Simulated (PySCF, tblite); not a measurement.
Isothiocyanic acid, CHNS.
Atom-mapped SMILES: `[NH:1]=[C:2]=[S:3]` (hydrogens: H4 on N1)

Cartesian coordinates in Å at the GFN2-xTB level; atoms count from 1:
```
atom  x, y, z in Å
N1    -0.7794   -0.1789    0.3088
C2     0.3947    0.0074    0.4434
S3     1.8897    0.0851    0.8442
H4    -1.4949    0.0911   -0.3297
```

Computed, not measured: PBE0/pcSseg-1 in PySCF (dipole) on a GFN2-xTB geometry, gas phase.

Masses are those of the commonest isotopes; rigid-rotor values at the optimised geometry. 

Question: Give the principal moments of inertia and the rotational constants in MHz.

Answer: Ia = 0.40, Ib = 84.18, Ic = 84.58 u·Å²; 505379 MHz·u·Å²/I gives A = 1249397, B = 6004, C = 5975 MHz.

Question: Classify the top.

Answer: A near-prolate asymmetric top; Ray's κ = -1.000.

Question: Is it planar, by Δ = Ic − Ia − Ib?

Answer: Planar: Δ = Ic − Ia − Ib = 0.00 u·Å². For a rigid frame Δ = −2 Σ m c², so it vanishes when all atoms lie in the ab plane; here none is more than 0.01 Å from it.

Question: Where do the levels up to J = 4 lie, in MHz?

Answer: Above 0(0,0):
J = 1: 1(0,1) 11978, 1(1,1) 1255371, 1(1,0) 1255400
J = 2: 2(0,2) 35935, 2(1,2) 1279299, 2(1,1) 1279386, 2(2,1) 5009565, 2(2,0) 5009565
J = 3: 3(0,3) 71870, 3(1,3) 1315191, 3(1,2) 1315364, 3(2,2) 5045500, 3(2,1) 5045500, 3(3,1) 11262537, 3(3,0) 11262537
J = 4: 4(0,4) 119783, 4(1,4) 1363047, 4(1,3) 1363335, 4(2,3) 5093413, 4(2,2) 5093413, 4(3,2) 11310451, 4(3,1) 11310451, 4(4,1) 20014303, 4(4,0) 20014303
Those of J = 1 are B + C, A + C and A + B.

Question: Which types of transition are allowed, and where do some lines up to J = 5 fall?

Answer: The dipole components are |μa| = 1.91 D, |μb| = 1.14 D, |μc| = 0.00 D; the mirror of this Cs structure is the ab plane, so μc vanishes by symmetry and there are no c-type lines. The squared components, which scale the intensities, stand as 1.00 : 0.35 (a : b). Some lines, for components of 0.1 D or more:

```json
{"type": "a", "branch": "R", "J(Ka,Kc)": "2(1,2) ← 1(1,1)", "MHz": "23928", "lower level (cm⁻¹)": "41.875"}
{"type": "a", "branch": "R", "J(Ka,Kc)": "3(1,3) ← 2(1,2)", "MHz": "35892", "lower level (cm⁻¹)": "42.673"}
{"type": "a", "branch": "R", "J(Ka,Kc)": "4(1,3) ← 3(1,2)", "MHz": "47971", "lower level (cm⁻¹)": "43.876"}
{"type": "a", "branch": "R", "J(Ka,Kc)": "5(1,4) ← 4(1,3)", "MHz": "59964", "lower level (cm⁻¹)": "45.476"}
{"type": "b", "branch": "Q", "J(Ka,Kc)": "4(1,3) ← 4(0,4)", "MHz": "1243551", "lower level (cm⁻¹)": "3.996"}
{"type": "b", "branch": "Q", "J(Ka,Kc)": "5(1,4) ← 5(0,5)", "MHz": "1243623", "lower level (cm⁻¹)": "5.993"}
{"type": "b", "branch": "Q", "J(Ka,Kc)": "2(2,1) ← 2(1,2)", "MHz": "3730265", "lower level (cm⁻¹)": "42.673"}
{"type": "b", "branch": "Q", "J(Ka,Kc)": "5(2,4) ← 5(1,5)", "MHz": "3730438", "lower level (cm⁻¹)": "47.462"}
{"type": "b", "branch": "Q", "J(Ka,Kc)": "5(3,2) ← 5(2,3)", "MHz": "6217037", "lower level (cm⁻¹)": "171.896"}
{"type": "b", "branch": "R", "J(Ka,Kc)": "4(3,1) ← 3(2,2)", "MHz": "6264951", "lower level (cm⁻¹)": "168.300"}
{"type": "b", "branch": "Q", "J(Ka,Kc)": "5(4,2) ← 5(3,3)", "MHz": "8703852", "lower level (cm⁻¹)": "379.274"}
{"type": "b", "branch": "Q", "J(Ka,Kc)": "4(4,1) ← 4(3,2)", "MHz": "8703852", "lower level (cm⁻¹)": "377.276"}
```

Question: Estimate the classical rotational partition function at 500 K.

Answer: Point group Cs, symmetry number σ = 1; q = (√π/σ)·√((kT/h)³/(ABC)), k/h = 20836.6 MHz/K: 8900 at 500 K.

Its GFN2-xTB frequencies are all real (lowest 380 cm⁻¹). Constants of a rigid frame at the computed geometry: no zero-point averaging, no centrifugal distortion. Quadrupole hyperfine structure (14N) is left out.

Time: 2.9 s wall. Hardware: one thread, Arm Neoverse V1 (shared host). This is the PBE0/pcSseg-1 job that gave the dipole, with the shieldings it also computed.
